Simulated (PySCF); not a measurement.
**Where the electron goes**

trans-2-pentene, C₅H₁₀.
Atom-mapped SMILES: `[CH3:1]/[CH:2]=[CH:3]/[CH2:4][CH3:5]` (hydrogens: H6, H7, H8 on C1; H9 on C2; H10 on C3; H11, H12 on C4; H13, H14, H15 on C5)

Cartesian coordinates in Å at the PBE0-D3(BJ)/def2-TZVP level; atoms count from 1:
```xyz
15
C5H10 angstrom
C      2.5578   -0.1367    0.0901
C      1.1789   -0.1691   -0.4737
C      0.0709   -0.3670    0.2298
C     -1.3127   -0.3891   -0.3280
C     -2.2041    0.6914    0.2741
H      3.1880   -0.9116   -0.3584
H      3.0467    0.8211   -0.1148
H      2.5491   -0.2893    1.1712
H      1.0901   -0.0198   -1.5497
H      0.1562   -0.5108    1.3077
H     -1.7660   -1.3696   -0.1364
H     -1.2688   -0.2752   -1.4157
H     -3.2199    0.6336   -0.1237
H     -2.2650    0.5891    1.3608
H     -1.8086    1.6862    0.0569
```

Method: TDDFT CAM-B3LYP/aug-cc-pVTZ, vertical, gas phase, core orbitals frozen in the response (PySCF 2.14.0, density-fitted response routines). Isolated species at its PBE0-D3(BJ)/def2-TZVP geometry (one conformer only).

Kohn–Sham orbitals with the atoms that hold most of them (Löwdin shares over 4%, at most four atoms; ? is withheld):

| orbital | ε (eV) | atoms |
| --- | --- | --- |
| LUMO+2 | 0.60 | H9 17%, H14 13%, H10 12%, H12 12% |
| LUMO+1 | 0.51 | H13 20%, H6 19%, H7 17%, H8 12% |
| LUMO | 0.33 | ? |
| HOMO | -8.24 | ? |
| HOMO-1 | -10.70 | C3 20%, C4 18%, C2 14%, C5 11% |
| HOMO-2 | -10.92 | C4 28%, C5 22%, H12 10%, C3 8% |
| HOMO-3 | -11.47 | C1 23%, C2 19%, H8 10%, C5 9% |

Task: Which atoms hold the HOMO, and with what shares?

Result: C2 (bonded to 2 C and H) 31%; C3 (bonded to 2 C and H) 31%; C1 (bonded to C and 3 H) 10%; C4 (bonded to 2 C and 2 H) 8%.

Task: Which atoms hold the LUMO, and with what shares?

Result: H13 (bonded to C) 12%; H7 (bonded to C) 11%; H14 (bonded to C) 10%; H11 (bonded to C) 10%.

Task: The HOMO–LUMO gap is 8.57 eV. Where does the response calculation put the lowest singlet, and from which orbitals?

Result: S1 is at 6.22 eV (f = 0.012), 2.35 eV below the gap, made of HOMO→LUMO (80%). Without the coupling terms of the response equations the lowest excitation would equal the gap.

Task: Give energy, strength and leading configuration of S1 and S3, and follow the Löwdin shares of the leading atoms from the occupied to the empty orbital.

Result: 
- S1 (6.22 eV, f 0.012), HOMO→LUMO (80%): C2 31% → at most 10%, C3 31% → at most 10%, H13 at most 9% → 12%, H7 at most 9% → 11%
- S3 (6.72 eV, f 0.060), HOMO→LUMO+1 (78%): C2 31% → at most 13%, C3 31% → at most 13%, H13 at most 9% → 20%, H6 at most 9% → 19%

Löwdin shares depend on the basis, the more so with diffuse functions.

The run took 2.5 min wall, 5.1 min CPU on Intel Xeon at 2.50 GHz, 2 threads, shared host, and the process peaked at 2.4 GiB of memory.
